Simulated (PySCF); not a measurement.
Bonds (- single, = double, # triple, : aromatic): C1=B2 1.391 Å, B2-O3 1.316 Å. C1 carries H4, H5; O3 carries H6.

- GIAO PBE0/pcSseg-1 shieldings
- geometry from PBE0-D3(BJ)/def2-SVP
- run in PySCF 2.14
- equivalent nuclei averaged, gas phase, one computed conformer, no relativistic terms

Chemical shifts δ = σref − σ; ¹³C, ¹H against TMS; ¹¹B against BF3·OEt2; H2O for ¹⁷O, all at this level.

| atoms | nucleus | count | Hirshfeld charge | δ (ppm) |
| --- | --- | --- | --- | --- |
| O3 | ¹⁷O | 1 | -0.21 | 118.4 |
| C1 | ¹³C | 1 | -0.31 | 8.2 |
| B2 | ¹¹B | 1 | 0.22 | 58.7 |
| H4/H5 | ¹H | 2 | 0.04 | ? |
| H6 | ¹H | 1 | 0.21 | ? |

Question: Estimate the values marked ?.

Answer: 
- H6: 5.17 ppm, hydrogen on an oxygen bonded to B; exchangeable, gas-phase position
- H4/H5: 1.97 ppm, hydrogen on a carbon bonded to B

OH and NH positions are those of a molecule without intermolecular hydrogen bonds; in solution they move with solvent, concentration and temperature, and exchange usually removes their couplings. A carbon bonded to boron is broadened by the quadrupolar boron nucleus and is often missing from a measured spectrum. Shifts are as computed. Against solution values, carbons near 30 ppm lie about +2 ppm off and those near 130 ppm about +5 ppm. Of 1211 compounds with measured shifts, 218 miss one by over three times the rms of a fit or turn the order of signals round; such compounds aren't used in these exercises. Experimental scales use liquid or dissolved standards, which lie at an offset from isolated H2O (liquid H2O: subtract about 36 ppm).
